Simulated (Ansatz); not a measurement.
Geometry optimisation, Ansatz 0.2.0, RKS CAM-B3LYP-D4/def2-SVP.

Input:

```yaml
crystal:
  periodic: [false, false, false]
  atoms:
    - { symbol: "N", position_ang: [-1.77362, -0.7259, -1.34087] }
    - { symbol: Si, position_ang: [-0.66823, 0.1081, -0.4955] }
    - { symbol: Al, position_ang: [1.28407, 0.16796, 0.96058] }
    - { symbol: H, position_ang: [-1.83205, -1.72986, -1.4153] }
    - { symbol: H, position_ang: [-0.97252, 1.56878, -0.67571] }
    - { symbol: H, position_ang: [2.16147, -0.98423, 1.56658] }
    - { symbol: H, position_ang: [1.80089, 1.59516, 1.40023] }
basis:
  gaussian: { orbitals: def2-SVP }
hamiltonian:
  xc: cam_b3lyp
  dispersion: d4
relax:
  f_tol: 0.015
  max_steps: 40
output:
  orbitals: {}
```

Run as:

```bash
$ ansatz run input.yaml --threads 1 --pin off --max-ram 2048MiB --backend cpu --events-out ev --progress --plain --runs-dir out
```

Problem. Where does it end, and by what steps?

Solution. It converged. After 9 steps the energy has fallen by 0.266 eV; H4 moved furthest, 0.74 Å.

```csv
step,energy less start (eV),largest force component (eV/Å),accepted
0,0.0000,0.985,yes
1,-0.1437,0.689,yes
2,-0.1852,0.460,yes
3,-0.2321,0.349,yes
4,-0.2496,0.189,yes
5,-0.2616,0.296,yes
6,-0.2652,0.071,yes
7,-0.2657,0.048,yes
8,-0.2658,0.028,yes
9,-0.2658,0.009,yes
```

```xyz
7
Properties=species:S:1:pos:R:3
N -1.565 -0.823 -1.191
Si -0.759 0.422 -0.552
Al 1.203 0.202 0.902
H -1.235 -1.764 -0.976
H -1.290 1.768 -0.903
H 1.699 -1.266 1.217
H 1.947 1.461 1.503
```

The run took 31 s on 1 thread of Arm Neoverse V1, on a shared host, peak memory 0.14 GiB.
